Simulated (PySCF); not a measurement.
**The first ionisation energy along the third row**

Calculated with PySCF 2.14 from differences of total energies of unrestricted determinants, without spin-orbit coupling. Values in eV. The last column holds reference values (NIST; (s) semi-empirical, (t) theoretical, else measured). Unmarked ones compare directly (S terms, centres of terms, or small fine structure); those marked * lie between the lowest fine-structure levels and include a spin-orbit shift.

| element | configurations | UHF | MP2 (valence) | SCS-MP2 (valence) | CCSD (valence) | CCSD(T) (valence) | reference |
| --- | --- | --- | --- | --- | --- | --- | --- |
| Mg (x2c-SVPall, spin-free X2C) | [Ne] 3s2 → [Ne] 3s1 | 6.597 | 7.144 | 7.253 | 7.465 | 7.465 | 7.646 |
| Al (x2c-SVPall, spin-free X2C) | [Ne] 3s2 3p1 → [Ne] 3s2 | 5.548 | 5.647 | 5.626 | 5.696 | 5.711 | 5.977 |
| Si (x2c-SVPall, spin-free X2C) | [Ne] 3s2 3p2 → [Ne] 3s2 3p1 | 7.633 | 7.859 | 7.792 | 7.865 | 7.874 | 8.157 |
| P (x2c-SVPall, spin-free X2C) | [Ne] 3s2 3p3 → [Ne] 3s2 3p2 | 9.925 | 10.245 | 10.116 | 10.163 | 10.165 | 10.526 |
| S (x2c-SVPall, spin-free X2C) | [Ne] 3s2 3p4 → [Ne] 3s2 3p3 | 9.173 | 9.549 | 9.589 | 9.549 | 9.553 | 10.336 |
| Cl (x2c-SVPall, spin-free X2C) | [Ne] 3s2 3p5 → [Ne] 3s2 3p4 | 11.764 | 12.310 | 12.295 | 12.245 | 12.244 | 12.974 |
| Ar (x2c-SVPall, spin-free X2C) | [Ar] → [Ne] 3s2 3p5 | 14.589 | 15.325 | 15.237 | 15.185 | 15.180 | 15.819 |

**Question.** Which of these methods has the smallest mean absolute error against the measured values here?

**Answer.** CCSD(T) (valence), with 0.463 eV.

```tsv
method	elements	mean error (eV)	mean absolute error (eV)	largest error (eV)
UHF	7	-0.886	0.886	-1.230
MP2 (valence)	7	-0.479	0.479	-0.787
SCS-MP2 (valence)	7	-0.504	0.504	-0.747
CCSD (valence)	7	-0.467	0.467	-0.787
CCSD(T) (valence)	7	-0.463	0.463	-0.782
```

Errors include the incompleteness of the basis and the frozen core.

"Valence" correlates the outer s and p shells and, in groups 3 to 12 and the f block, the outer d or f shell, open or full, or the next shell where the ion has no valence electron left; the wider scheme adds the next inner shell.
